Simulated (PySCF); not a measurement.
## Dipole moment and polarisability across levels of theory

Species: cyclopropane, C3H6.
Cartesian coordinates in Å at the PBE0-D3(BJ)/def2-SVP level; atoms count from 1:
```xyz
9
C3H6 angstrom
C      0.8471    0.1673    0.0612
C     -0.2705   -0.7998   -0.1906
C     -0.5765    0.6325    0.1294
H      1.4067    0.0775    0.9963
H      1.4549    0.4869   -0.7896
H     -0.4334   -1.1458   -1.2150
H     -0.4815   -1.5556    0.5709
H     -0.9976    0.8639    1.1117
H     -0.9494    1.2735   -0.6742
```

PySCF, dipoles from the SCF density, polarisabilities from static response with core orbitals frozen. Geometry: PBE0-D3(BJ)/def2-SVP; no solvent, vibrations or thermal averaging.

Question: Compare the levels for these properties.

Answer: 

| level | α (Å³) | error (%) | anisotropy (Å³) |
| --- | --- | --- | --- |
| PBE0/def2-SVPD | 5.29 | -6.2 | 0.59 |
| BHandHLYP/def2-SVPD | 5.20 | -7.8 | 0.57 |
| CAM-B3LYP/def2-SVPD | 5.28 | -6.3 | 0.57 |
| wB97X-D/def2-SVPD | 5.29 | -6.2 | 0.60 |
| LC-wPBE/def2-SVPD | 5.15 | -8.7 | 0.53 |
| PBE0/6-31G* | 4.40 | -21.9 | 0.09 |
| PBE0/6-31+G* | 4.92 | -12.8 | 0.53 |
| PBE0/def2-SVP | 4.56 | -19.2 | 0.26 |
| PBE0/aug-cc-pVDZ | 5.44 | -3.5 | 0.67 |
| PBE0/def2-TZVP | 5.22 | -7.4 | 0.51 |
| PBE0/def2-TZVPD | 5.44 | -3.6 | 0.65 |
| PBE0/aug-cc-pVTZ | 5.47 | -3.1 | 0.67 |

Reference polarisability: 5.640 Å³ (measured, gas; NIST CCCBDB Release 22 (SRD 101), experimental polarizabilities). The anisotropy is √(½[(α1 − α2)² + (α2 − α3)² + (α3 − α1)²]). For the polarisability, the smallest error is 3.1% (PBE0/aug-cc-pVTZ) and the largest 21.9% (PBE0/6-31G*). The dipole stays under 0.05 D at every level. In one basis (def2-SVPD) the functionals order the polarisability from LC-wPBE (lowest) to wB97X-D (highest), a spread of 3%. With PBE0 the polarisability is 4.73 Å³ without diffuse functions (mean of 6-31G*, def2-SVP and def2-TZVP) and 5.31 Å³ with them (mean of 6-31+G*, def2-SVPD, aug-cc-pVDZ, def2-TZVPD and aug-cc-pVTZ). Measured values can belong to vibrating molecules; the computed ones are for one fixed geometry.
